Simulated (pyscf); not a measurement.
Structures and frequencies: ωB97X-D3(BJ)/def2-SVP in PySCF.

Task: Estimate the classical barrier height and the reaction energy of HO–Ga(OH)–F (SMILES [OH][Ga]([OH])[F]) + NH₃ (SMILES N) -> H₂O (SMILES O) + H₂N–Ga(OH)–F (SMILES [NH2][Ga]([OH])[F]) at ωB97M-D3(BJ)/def2-TZVP. The step runs on the singlet surface, breaks Ga–O, H–N and forms H–O, Ga–N; take the separated reactants as zero.

Result: ΔE‡ = -0.30 eV, ΔE = +0.16 eV. Zero-point energy shifts the barrier by 0.00 eV. It is a four-centre exchange, with an imaginary mode of 1104i cm⁻¹. On the reactant side the descent ends in an adduct with a Ga–N contact, 1.38 eV under the separated species and 1.01 eV under the saddle at ωB97X-D3(BJ)/def2-TZVP. On the product side the descent ends in an adduct with a Ga–O contact, 0.81 eV under the separated species and 0.30 eV under the saddle at ωB97X-D3(BJ)/def2-TZVP. At ωB97M-D3(BJ) the saddle lies under the separated reactants, which points to a path from their complex (located at ωB97X-D3(BJ) alone). At ωB97M-D3(BJ) the saddle lies under the separated products, which points to a path from their complex (located at ωB97X-D3(BJ) alone), and parting the products costs more than the saddle. What is counted as formed (Ga–N) is already present as a longer contact in the reactant adduct; forming that adduct is a step of its own. What is counted as broken (Ga–O) persists as a longer contact in the product adduct; parting that adduct is a step of its own. This is the saddle that the search found; another between the same sides may lie lower. Elements up to Kr have no core potential and no relativistic terms here.
